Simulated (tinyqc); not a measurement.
Inside a calculation (part 2 of 2). Method: RHF in the sto-3g basis, for H2F+, spin multiplicity 1. Computed by tinyqc, a small Python program that keeps every step (integrals from PySCF). Command: `OMP_NUM_THREADS=1 python tinyqc.py 25298 25299 out.jsonl` (the two numbers bound the seeds that draw the settings). One thread of a shared host (Intel(R) Xeon(R) Processor @ 2.60GHz), about 0.06 s of CPU time with the checks.

Geometry (angstrom):
```
atom         x          y         z
F     0.000000   0.000000  0.000000
H     0.000000   0.873000  0.482000
H     0.000000  -0.873000  0.482000
```

## Iteration 10 (converged): orbitals

converged F (hartree), order 1F 1s, 1F 2s, 1F 2px, 1F 2py, 1F 2pz, 2H 1s, 3H 1s:
```
[[-26.593523, -6.783868, 0.000000, 0.000000, -0.021632, -1.182348, -1.182348],
 [-6.783868, -3.626330, 0.000000, 0.000000, -0.103299, -1.207810, -1.207810],
 [0.000000, 0.000000, -1.030728, 0.000001, 0.000000, 0.000000, 0.000000],
 [0.000000, 0.000000, 0.000001, -0.989135, 0.000000, -0.561580, 0.561580],
 [-0.021632, -0.103299, 0.000000, 0.000000, -1.003708, -0.363896, -0.363896],
 [-1.182348, -1.207810, 0.000000, -0.561580, -0.363896, -0.847739, -0.347364],
 [-1.182348, -1.207810, 0.000000, 0.561580, -0.363896, -0.347364, -0.847739]]
```

X, order 1F 1s, 1F 2s, 1F 2px, 1F 2py, 1F 2pz, 2H 1s, 3H 1s:
```
[[1.023878, -0.137736, 0.000000, 0.000000, -0.005448, 0.018613, 0.018613],
 [-0.137736, 1.163228, 0.000000, 0.000000, 0.053860, -0.225103, -0.225103],
 [0.000000, 0.000000, 1.000000, 0.000000, 0.000000, 0.000000, 0.000000],
 [0.000000, 0.000000, 0.000000, 1.081010, 0.000000, -0.185431, 0.185431],
 [-0.005448, 0.053860, 0.000000, 0.000000, 1.020566, -0.086277, -0.086277],
 [0.018613, -0.225103, 0.000000, -0.185431, -0.086277, 1.128292, -0.070527],
 [0.018613, -0.225103, 0.000000, 0.185431, -0.086277, -0.070527, 1.128292]]
```

Diagonalise F' = X^T F X, C = X C', fill 5 alpha and 5 beta electrons from the bottom; D = 2 C_occ C_occ^T. Each column has its largest component positive (the first on a tie).

F' = X^T F X (hartree):
```
[[-26.112476, -3.444196, 0.000000, 0.000000, -0.038766, -0.153743, -0.153743],
 [-3.444196, -2.238094, 0.000000, 0.000000, 0.035985, -0.500147, -0.500147],
 [0.000000, 0.000000, -1.030728, 0.000001, 0.000000, 0.000000, 0.000000],
 [0.000000, 0.000000, 0.000001, -0.740015, 0.000000, -0.456884, 0.456884],
 [-0.038766, 0.035985, 0.000000, 0.000000, -0.933259, -0.250588, -0.250588],
 [-0.153743, -0.500147, 0.000000, -0.456884, -0.250588, -0.364973, -0.077180],
 [-0.153743, -0.500147, 0.000000, 0.456884, -0.250588, -0.077180, -0.364973]]
```

orbital energies (hartree): [-26.603249, -2.042026, -1.198457, -1.053738, -1.030728, -0.026969, 0.170649]

coefficients C, order 1F 1s, 1F 2s, 1F 2px, 1F 2py, 1F 2pz, 2H 1s, 3H 1s:
```
[[0.994661, -0.250010, 0.000000, 0.060598, 0.000000, 0.111773, 0.000000],
 [0.023079, 0.944049, 0.000000, -0.305388, 0.000001, -0.700923, -0.000001],
 [0.000000, 0.000000, -0.000001, 0.000002, 1.000000, 0.000000, 0.000001],
 [0.000000, 0.000000, 0.729891, 0.000000, 0.000000, 0.000000, 0.839411],
 [0.002189, 0.096625, 0.000000, 0.901634, -0.000002, -0.486917, 0.000000],
 [-0.004273, 0.086685, 0.339295, 0.187821, 0.000000, 0.758344, -0.798653],
 [-0.004273, 0.086685, -0.339295, 0.187821, -0.000002, 0.758343, 0.798654]]
```

D after iteration 10, order 1F 1s, 1F 2s, 1F 2px, 1F 2py, 1F 2pz, 2H 1s, 3H 1s:
```
[[2.111054, -0.463143, 0.000000, 0.000000, 0.065313, -0.029082, -0.029082],
 [-0.463143, 1.970044, 0.000000, 0.000000, -0.368157, 0.048755, 0.048755],
 [0.000000, 0.000000, 2.000000, -0.000001, 0.000000, 0.000001, -0.000001],
 [0.000000, 0.000000, -0.000001, 1.065481, 0.000000, 0.495296, -0.495296],
 [0.065313, -0.368157, 0.000000, 0.000000, 1.644571, 0.355426, 0.355425],
 [-0.029082, 0.048755, 0.000001, 0.495296, 0.355426, 0.315860, -0.144623],
 [-0.029082, 0.048755, -0.000001, -0.495296, 0.355425, -0.144623, 0.315861]]
```

## Convergence

Stop when the energy changes by less than 1e-09 hartree and every element of the error matrix X^T (F D S - S D F) X is below 9e-06.

Course of the cycle:
```
iteration   E (hartree)     change  largest element of the error matrix
1          -94.98923066          -                             7.13e+00
2          -98.58997927  -3.60e+00                             3.61e-01
3          -98.84075023  -2.51e-01                             9.42e-02
4          -98.85670931  -1.60e-02                             4.10e-02
5          -98.85999619  -3.29e-03                             3.68e-03
6          -98.86002489  -2.87e-05                             8.17e-04
7          -98.86002636  -1.47e-06                             2.21e-04
8          -98.86002645  -8.65e-08                             6.47e-05
9          -98.86002646  -6.95e-09                             1.85e-05
10         -98.86002646  -8.18e-10                             1.40e-06
```

PySCF RHF in the same basis = -98.86002646 hartree

Converged in 10 iterations.

## Populations, bond orders and dipole

overlap S, order 1F 1s, 1F 2s, 1F 2px, 1F 2py, 1F 2pz, 2H 1s, 3H 1s:
```
[[1.000000, 0.237990, 0.000000, 0.000000, 0.000000, 0.040847, 0.040847],
 [0.237990, 1.000000, 0.000000, 0.000000, 0.000000, 0.396872, 0.396872],
 [0.000000, 0.000000, 1.000000, 0.000000, 0.000000, 0.000000, 0.000000],
 [0.000000, 0.000000, 0.000000, 1.000000, 0.000000, 0.280722, -0.280722],
 [0.000000, 0.000000, 0.000000, 0.000000, 1.000000, 0.154992, 0.154992],
 [0.040847, 0.396872, 0.000000, 0.280722, 0.154992, 1.000000, 0.178352],
 [0.040847, 0.396872, 0.000000, -0.280722, 0.154992, 0.178352, 1.000000]]
```

Mulliken: Z minus the diagonal of D S on the atom; Loewdin: the same with S^(1/2) D S^(1/2); Mayer order: 2 sum_s sum (D(s) S)_ij (D(s) S)_ji over the two atoms.

Charges (e):
```
atom  Mulliken   Loewdin
1F    0.004715  0.161110
2H    0.497643  0.419445
3H    0.497642  0.419445
```

Mayer bond orders:
```
pair     order
2-1   0.728611
3-1   0.728612
3-2   0.023741
```

dipole moment about the origin, x y z (debye): [0.000000, 0.000001, 2.682942]
